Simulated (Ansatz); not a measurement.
Basis-set extrapolation for H4S2Si (`S[SiH2]S`) (PBE0-D4/def2-TZVP geometry, frozen core, Ansatz 0.2.0). Multiplicity 1, RHF reference.

```csv
,def2-TZVPP,def2-QZVPP
HF,-1086.419187,-1086.450897
MP2 correlation,-0.482649,-0.524535
CCSD(T) correlation,-0.558172,not run
```

Energies in hartree. Use E(X) = E(∞) + A·exp(−7.88·√X) for Hartree–Fock and E(X) = E(∞) + B·X^(−2.97) for correlation, with X = 3 and 4, and add CCSD(T) minus MP2 of the smaller set to the MP2 limit.

Question: What is the CCSD(T) energy at the basis-set limit?

Answer: HF limit: -1086.450897 + (-0.031710) × 0.13774 = -1086.45526. MP2 limit: -0.524535 + (-0.041886) × 0.74074 = -0.55556. Higher-order term: -0.558172 − (-0.482649) = -0.07552. Total: -1087.08634 hartree, 286.1 kJ/mol below CCSD(T)/def2-TZVPP.
